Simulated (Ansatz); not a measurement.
Property card for Fe$_{5}$Co$_{3}$

All numbers below come from Ansatz 0.2.0, DFT PBEsol, scalar-relativistic, plane waves, PAW.

Plane waves to 420 eV, a k mesh through Γ of 10×10×10 on the computed 8-atom cell and Gaussian smearing (0.10 eV); collinear spin from starting moments 2.64 2.95 2.95 2.95 2.95 1.99 1.99 1.99 μB.

The structure is relaxed at this level of theory with its symmetry kept. Whether it is the stable form of this composition wasn't checked.

```
Fe Co
1.0
    -2.80454    2.80454    2.80454
     2.80454   -2.80454    2.80454
     2.80454    2.80454   -2.80454
Fe Co
5 3
Direct
  0.00000 0.00000 0.00000
  0.00000 0.00000 0.50000
  0.00000 0.50000 0.00000
  0.50000 0.00000 0.00000
  0.50000 0.50000 0.50000
  0.00000 0.50000 0.50000
  0.50000 0.50000 0.00000
  0.50000 0.00000 0.50000
```

```json
{
 "Space group": "Im-3m (No. 229)",
 "Volume per atom": "74.4 bohr³",
 "Formation energy from the elements' standard states (uncorrected)": "-0.034 eV/atom",
 "Kohn–Sham band gap": "none (metal)",
 "Density of states at the Fermi level": "3.03 states/eV per cell",
 "Löwdin character within 0.5 eV of the Fermi level": "Fe 3d 60 %, Co 3d 29 %, unprojected 4 %",
 "Bulk modulus": "223 GPa",
 "Its pressure derivative": "4.0",
 "Bader charges (e)": "Fe (1 in the cell) -0.01, Fe (4 in the cell) 0.15, Co (3 in the cell) -0.20",
 "Total moment": "18.28 μB per cell",
 "Site moments (μB; atoms counted from 1 over the whole cell)": "Fe (atom 1) 2.40, Fe (atom 2) 2.69, Fe (atom 3) 2.69, Fe (atom 4) 2.69, Fe (atom 5) 2.69, Co (atom 6) 1.81, Co (atom 7) 1.81, Co (atom 8) 1.81"
}
```

Only this magnetic start was tried.

Cost: 9 runs of about 18 core-minutes in all, on Intel Xeon Platinum 8375C (Ice Lake) (shared hosts).